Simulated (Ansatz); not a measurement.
## How far each method lies from UCCSDT(Q) for HGa–AsH₂⁺, triplet

Geometry: that of the HGa–AsH2, doublet, kept fixed.

```tsv
atom	x (Å)	y (Å)	z (Å)
Ga	-0.0199	0.0531	1.2765
As	0.0437	-0.0377	-1.1818
H	0.0593	-1.3466	2.0575
H	-1.2671	-0.8186	-1.1611
H	-0.6656	1.2964	-1.3511
```

Basis cc-pVDZ; Ansatz 0.2.0. Correlated methods freeze the noble-gas cores and the filled d shells of p-block atoms, which leaves 10 electrons in 41 orbitals. R marks a restricted (for open shells ROHF) determinant, U an unrestricted one. No spin–orbit coupling is included, and no scalar relativity.

Full CI isn't at hand for all of this; UCCSDT(Q) serves as the reference, and is uncertain by about the last step of the cluster series. The frozen core follows each run's orbitals, which can shift R against U totals by a few meV for light atoms and by up to 0.1 eV past Ca.

```
UHF ⟨S²⟩                          : 2.037
T1 diagnostic (RCCSD)             : 0.0445
largest doubles amplitude (RCCSD) : 0.036
T1 diagnostic (UCCSD)             : 0.0227
```

```csv
level,E − E(RHF) (eV)
UHF,-0.1988
UMP2,-3.8696
UCCSD,-4.8642
UCCSD(T),-4.9894
```

Problem. Estimate how far UCCSDT(Q) in cc-pVDZ lies from UCCSD(T). The table doesn't fix it; the size of (T) and the diagnostics are the guide.

Solution. UCCSDT(Q) in cc-pVDZ lies 37 meV below UCCSD(T), which is 30 % of the (T) step (-125 meV). T1 is raised, and the rest is a large part of (T).

The other levels:

| level | E − E(UCCSDT(Q)) (meV) | share of correlation (%) | wall time |
| --- | --- | --- | --- |
| UCCSDT | 6 | 99.89 | – |

The correlation energy at UCCSDT(Q), counted from RHF, is -5.027 eV. That run took 96 s on 1 thread of Intel Xeon, shared host.

Run but not shown, since their state or frozen core can't be matched to the reference's or they repeat it: RHF, RMP2, RCCSD, RCCSD(T), BCCD(T), RCCSDT, RCCSDT(Q).

Times hold each run's SCF and search for its determinant on a shared host, so for small cases they say little of a method's own cost; they ran on 1 thread of Intel Xeon.
